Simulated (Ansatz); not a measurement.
# C₃H₄F₂: up Jacob's ladder to CCSD(T)

An exercise on one series of results from a longer session: the logs are not shown, and one member is left open.

Program: Ansatz 0.2.0, Gaussian basis. Level of theory: functionals in def2-TZVPP, the program's frozen cores in correlated methods. These are calculated values, not measurements.

The runs, in order: LDA (SPW92), PBE-D4, revPBE-D4, BLYP-D4, r2SCAN-D4, B97M-V, PBE0-D4, B3LYP-D4, r2SCANh-D4, r2SCAN0-D4, HSE06-D4, BHLYP-D4, CAM-B3LYP-D4, LC-ωPBE, ωB97X-V, ωB97M-V, B2PLYP, PBE-QIDH; CCSD(T)/def2-SVP; CCSD(T)/def2-TZVPP; CCSD(T)/def2-QZVPP; extrapolation to the limit; RPA on PBE.

## The geometry

An earlier PBE0-D4 in a triple-zeta def2 set relaxation fixed the geometry.

SMILES `F[C@H]1C[C@@H]1F`, 9 atoms, charge 0, spin multiplicity 1.

Atoms are counted from 1 here; the program's logs count them from 0.

Bond lengths: F1–C2 1.360 Å, C2–C3 1.495 Å, C2–C4 1.476 Å, C2–H6 1.084 Å, C3–C4 1.495 Å, C3–H7 1.083 Å, C3–H8 1.083 Å, C4–F5 1.360 Å, C4–H9 1.084 Å. Angles: F1–C2–C3 118.7°, F1–C2–C4 118.3°, F1–C2–H6 112.8°, C3–C2–C4 60.4°, C3–C2–H6 118.7°, C4–C2–H6 118.6°, C2–C3–C4 59.1°, C2–C3–H7 116.7°, C2–C3–H8 118.3°, C4–C3–H7 118.3°, C4–C3–H8 116.7°, H7–C3–H8 115.9°, C2–C4–C3 60.4°, C2–C4–F5 118.3°, C2–C4–H9 118.6°, C3–C4–F5 118.7°, C3–C4–H9 118.7°, F5–C4–H9 112.8°.

Set-up of the first run:

in.yaml reads:

```yaml
crystal:
  periodic: [false, false, false]
  atoms:
    - {symbol: F, position_ang: [-0.868008, -0.494951, 1.676716]}
    - {symbol: C, position_ang: [-0.168397, 0.252548, 0.780961]}
    - {symbol: C, position_ang: [0.775900, -0.438424, -0.149970]}
    - {symbol: C, position_ang: [-0.512311, 0.133312, -0.649373]}
    - {symbol: F, position_ang: [-0.475642, 1.255759, -1.417072]}
    - {symbol: H, position_ang: [0.104614, 1.227183, 1.169407]}
    - {symbol: H, position_ang: [1.694709, 0.083374, -0.386858]}
    - {symbol: H, position_ang: [0.843649, -1.518182, -0.103785]}
    - {symbol: H, position_ang: [-1.306016, -0.546820, -0.937126]}
basis:
  gaussian: {orbitals: def2-TZVPP}
hamiltonian: {xc: lda}
output: {orbitals: {seedname: orbitals}}
```

The run is started by

```sh
ansatz run in.yaml --threads 2 --pin off --events-out ev --progress --plain --max-ram 32768MiB --backend cpu
```

Among the steps run: LDA; PBE-D4 (GGA); revPBE-D4 (GGA); BLYP-D4 (GGA); r2SCAN-D4 (meta-GGA); B97M-V (meta-GGA); PBE0-D4 (hybrid); B3LYP-D4 (hybrid); r2SCANh-D4 (hybrid); r2SCAN0-D4 (hybrid); HSE06-D4 (hybrid); BHLYP-D4 (hybrid); CAM-B3LYP-D4 (range-separated); LC-ωPBE (range-separated); ωB97X-V (range-separated); ωB97M-V (range-separated); B2PLYP (double hybrid); PBE-QIDH (double hybrid).

One table of the session follows, with a row left open; its other results are not shown here.

It belongs to the step «Frontier levels by functional». 

| functional | HOMO (eV) | LUMO (eV) | gap (eV) |
| --- | --- | --- | --- |
| LDA (SPW92) | -6.93 | -0.08 | 6.84 |
| PBE-D4 | -6.74 | 0.12 | 6.86 |
| revPBE-D4 | -6.67 | 0.19 | 6.86 |
| BLYP-D4 | -6.68 | 0.19 | 6.87 |
| r2SCAN-D4 | -7.05 | 0.64 | 7.69 |
| B97M-V | -7.19 | 0.46 | 7.65 |
| PBE0-D4 | -8.31 | 1.14 | 9.45 |
| B3LYP-D4 | -8.10 | 0.83 | 8.93 |
| r2SCANh-D4 | -7.63 | 1.00 | 8.64 |
| r2SCAN0-D4 | -8.51 | 1.52 | 10.03 |
| HSE06-D4 | -7.90 | 0.76 | 8.66 |
| BHLYP-D4 | -9.80 | 2.01 | 11.81 |
| CAM-B3LYP-D4 | -9.80 | 2.09 | 11.89 |
| LC-ωPBE | ? | ? | ? |
| ωB97X-V | -10.75 | 3.24 | 13.99 |
| ωB97M-V | -10.66 | 2.88 | 13.54 |

Estimate the missing values for LC-ωPBE.

**Answer.** HOMO (eV): -11.11; LUMO (eV): 3.36; gap (eV): 14.48. In the column «HOMO (eV)» it is the lowest.
